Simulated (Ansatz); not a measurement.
BH2O (SMILES [BH]O): the energy, rung by rung

The species is BH2O (4 atoms), meant as a doublet with charge 0. SMILES: `[BH]O`. The coordinates come from a PBE0-D4/def2-TZVP relaxation.

```tsv
atom	x (Å)	y (Å)	z (Å)
B	-0.0061	-0.4855	0.3883
O	0.1197	0.5445	-0.4486
H	-1.0642	-1.0324	0.5403
H	1.0061	0.9132	-0.5003
```

Each level gives the energy change with the B1–H3 bond stretched from 1.201 to 3.002 Å (eV). The values are calculated.

```tsv
level	kind	program	value (eV)	less FCI/STO-3G
UHF/STO-3G	Hartree–Fock	Ansatz	3.98	+0.24
UBLYP/STO-3G	GGA	Ansatz	4.24	+0.50
U-r2SCAN/STO-3G	meta-GGA	Ansatz	4.43	+0.69
UB3LYP/STO-3G	global hybrid	Ansatz	4.35	+0.61
UPBE0/STO-3G	global hybrid	Ansatz	4.40	+0.66
UHSE06/STO-3G	range-separated hybrid	Ansatz	4.40	+0.66
RPA@PBE/STO-3G	RPA	Ansatz	3.62	-0.12
UMP2/STO-3G	perturbation theory	Ansatz	3.97	+0.23
FCI/STO-3G	exact in the basis	Ansatz	3.74	0.00
```

FCI/STO-3G is exact within its basis and frozen core, so for wave-function methods in that basis the difference is their error; functionals converge differently with the basis, so for them it is only a difference. The first shape isn't each level's own minimum. The values span 3.62 to 4.43 eV. Spin contamination of the reference (⟨S²⟩ at least 0.1 too high) touches UHF/STO-3G, UMP2/STO-3G. All rows use very small basis sets, so none should be taken for the real molecule's value.
